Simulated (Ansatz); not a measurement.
**BP+ (quartet): wB97M-V, B2PLYP over a scan of the distance B1–P2, cc-pVDZ**

How well do these functionals follow the top wave-function level for BP+ (quartet) over a scan of the distance B1–P2?

Method: cc-pVDZ, all electrons in the functionals, frozen cores in the correlation of double hybrids and RPA; program: Ansatz 0.2.0, Gaussian basis.

To be run: wB97M-V, B2PLYP, at 1.513 Å; 1.663 Å; 1.846 Å; 2.000 Å; 2.275 Å; 2.491 Å; 2.956 Å; 3.438 Å; 4.064 Å; 5.050 Å; 6.360 Å.

15 further runs of the same task are left out: 9 that didn't finish, 6 set aside as unsound or not needed. Runs told in other sessions of the task aren't counted.

### Step 1. The geometry

The geometry derives from a PBE0/def2-TZVP stationary point (not a proven minimum). One bond is set to the value named and the two fragments are kept rigid.

2 atoms, charge 1, spin multiplicity 4.

Atoms are counted from 1 here; the program's logs count them from 0.

Bond lengths: B1–P2 1.846 Å.

No dispersion term is added; wB97M-V holds VV10 nonlocal correlation.

The geometry shown and the zero of energy belong to the point 1.846 Å. The yardstick, FCI, and other wave-function levels (R restricted, U unrestricted, valence and pair active spaces) come from earlier runs.

### Step 2. wB97M-V, 1.513 Å

Input file in.yaml:

```yaml
crystal:
  periodic: [false, false, false]
  atoms:
    - {symbol: B, position_ang: [0.000000, 0.000000, 0.000000]}
    - {symbol: P, position_ang: [0.000000, 0.000000, 1.513000]}
basis:
  gaussian: {orbitals: cc-pVDZ}
total_charge: 1
magnetization: {spin_polarized: true, initial_magnetization: 3}
hamiltonian: {xc: {name: wB97M-V}}
output: {orbitals: {seedname: orbitals}}
```

On the command line:

```console
ansatz run in.yaml --threads 1 --pin off --events-out ev --progress --plain --max-ram 2393MiB
```

Further steps of the session: wB97M-V, 1.663 Å; wB97M-V, 1.846 Å; wB97M-V, 2.000 Å; wB97M-V, 2.275 Å; wB97M-V, 2.491 Å; wB97M-V, 2.956 Å; wB97M-V, 3.438 Å; wB97M-V, 4.064 Å; wB97M-V, 5.050 Å; wB97M-V, 6.360 Å; B2PLYP, 1.513 Å; B2PLYP, 1.663 Å; B2PLYP, 1.846 Å; B2PLYP, 2.000 Å; B2PLYP, 2.275 Å; B2PLYP, 2.491 Å; B2PLYP, 2.956 Å; B2PLYP, 3.438 Å; B2PLYP, 4.064 Å; B2PLYP, 5.050 Å; B2PLYP, 6.360 Å.

Q: Predict the results of all the runs planned. Wanted: span of the FCI curve; largest miss, wB97M-V; largest miss, B2PLYP.

The runs gave:

| quantity | value |
| --- | --- |
| span of the FCI curve | 229.0 kJ/mol |
| largest miss, wB97M-V | +65.3 kJ/mol (6.360 Å) |
| largest miss, B2PLYP | +56.4 kJ/mol (6.360 Å) |

**Reading.** Of the functionals, B2PLYP keep the smallest largest miss at the points compared (at most 56.4 kJ/mol) and wB97M-V strays most (65.3 kJ/mol, at 6.360 Å). Functionals and the yardstick converge differently with the basis, so part of each miss in cc-pVDZ is the basis.
